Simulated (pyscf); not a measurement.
CH₄ + •H₂C–Zn–OH → H₃C–CH₂–Zn–OH + H•, a substitution at C (doublet surface; C–H broken, C–C formed). Optimised with ωB97X-D3(BJ)/def2-SVP in PySCF. Energies in eV from the separated reactants.

Small-basis levels: PySCF, no dispersion term, spherical d functions. AM1 to PM7: differences of heats of formation from MOPAC, which are fitted to 298 K values and so differ in kind from electronic energies by zero-point and thermal terms. GFN2-xTB: tblite. Open shells are spin-unrestricted. 

| level | barrier | reaction energy |
|---|---|---|
| HF/3-21G | 3.16 | +1.10 |
| SVWN5/6-31G*+LANL2DZ | 1.48 | +0.52 |
| B3LYP/LANL2DZ | … | +1.23 |
| B3LYP/6-31G*+LANL2DZ | 2.38 | +1.05 |
| M06-2X/6-31G*+LANL2DZ | 2.34 | +0.81 |
| B3LYP/def2-SVP | … | +0.97 |
| GFN2-xTB | 1.81 | -0.07 |
| AM1 | 2.27 | +0.91 |
| PM3 | 2.06 | +1.05 |
| ωB97M-D3(BJ)/def2-TZVP | … | +0.95 |

Q: What belongs in the gaps?

A: 
- B3LYP/LANL2DZ, barrier: 2.50
- B3LYP/def2-SVP, barrier: 2.31
- ωB97M-D3(BJ)/def2-TZVP, barrier: 2.42

Against the last row the barrier runs from -0.94 (SVWN5/6-31G*+LANL2DZ) to +0.74 eV (HF/3-21G). ωB97M-D3(BJ)/def2-TZVP has limits of its own. This is the saddle that the search found; another between the same sides may lie lower. The angle at the attacked C is 178°. In the def2 sets elements up to Kr have no core potential.
